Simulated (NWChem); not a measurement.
Species: carbonyl sulfide (COS); SMILES S=C=O

```xyz
3

O     -1.6765     0.0270     0.0223
C     -0.5204     0.0083     0.0069
S      1.0432    -0.0168    -0.0139
```
Atoms are numbered in this order, from 1.

All runs: NWChem. Pople sets run with spherical d functions. STO-3G and 3-21G are far too small for this property and stand as cheap habits. All runs use the structure optimised with PBE0/def2-SVP. Field at 589 nm.

Order these runs by computing time, cheapest first, and give rough ratios: B3LYP/STO-3G; B3LYP/aug-cc-pVDZ; B3LYP/def2-SVP.

B3LYP/STO-3G (1), B3LYP/def2-SVP (5), B3LYP/aug-cc-pVDZ (50). Ratios are rough, from one shared machine; the cheapest took roughly 5 core-seconds. What differs between the cheapest and the dearest: isotropic polarisability (bohr³) 11.5 → 34.4; anisotropy (bohr³) 23.3 → 27.8.
